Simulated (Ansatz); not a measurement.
Two shapes of singlet SO₃.

Shape 1:

```xyz
4

S    -0.0352    0.0234   -0.0267
O     1.4136   -0.0320    0.0265
O    -0.7472    1.2888   -0.0129
O    -0.7399   -1.2796    0.0340
```

Shape 2:

```xyz
4

S     0.0000    0.0000    0.0000
O     1.3262    0.0000    0.0000
O    -0.6631    1.1485    0.0000
O    -0.6631   -1.1485    0.0000
```

Basis set: def2-TZVP (spherical functions). Left uncorrelated: 8 orbitals. Charge 0, multiplicity 1.

Computed with Ansatz (development build ahead of 0.2.0); each method stands on the lowest determinant of its kind that the runs found.

Q: Which shape is lower in energy, and by how much in each method?

A:

| method | E(2) − E(1) (eV) |
| --- | --- |
| RHF | -0.207 |
| RHF-MP2 | 1.288 |

The methods disagree on the order. Caution: no unrestricted run beside it, a lower state can exist.
